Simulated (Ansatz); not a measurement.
## C2Si: the electronic atomisation energy, rung by rung

C2Si: 3 atoms, total charge 0, spin state singlet. The coordinates come from a GFN2-xTB relaxation.

| atom | x (Å) | y (Å) | z (Å) |
| --- | --- | --- | --- |
| C | -1.1118 | 0.7375 | -0.5228 |
| C | -0.1352 | 0.0892 | -0.0636 |
| Si | 1.2470 | -0.8267 | 0.5864 |

Each level gives the electronic atomisation energy (eV). The values are calculated. Electronic energies at fixed atoms, without zero-point motion or spin-orbit coupling.

```
         level                    kind  program  value (eV)  less FCI/STO-3G  CPU time (all runs)
     HF/STO-3G            Hartree–Fock   Ansatz        8.42            -4.11               0.17 s
  B3LYP/STO-3G           global hybrid   Ansatz       14.32            +1.79                1.3 s
   PBE0/STO-3G           global hybrid   Ansatz       14.46            +1.93                1.2 s
  HSE06/STO-3G  range-separated hybrid   Ansatz       14.50            +1.97                1.6 s
  wB97X/STO-3G  range-separated hybrid   Ansatz       13.64            +1.11                5.5 s
BCCD(T)/STO-3G   coupled cluster or CI   Ansatz       12.46            -0.07               0.41 s
   CCSD/STO-3G   coupled cluster or CI   Ansatz       11.94            -0.59               0.31 s
  CCSDT/STO-3G   coupled cluster or CI   Ansatz       12.48            -0.05               0.65 s
    FCI/STO-3G      exact in the basis   Ansatz       12.53             0.00                4.2 s
```

FCI/STO-3G is exact within its basis and frozen core, so for wave-function methods in that basis the difference is their error; functionals converge differently with the basis, so for them it is only a difference. The values span 8.42 to 14.50 eV. All rows use very small basis sets, so none should be taken for the real molecule's value. In so small a basis fixed costs decide the times, and correlated methods can beat functionals. CPU times are rough (shared hosts, several kinds of processor and program).
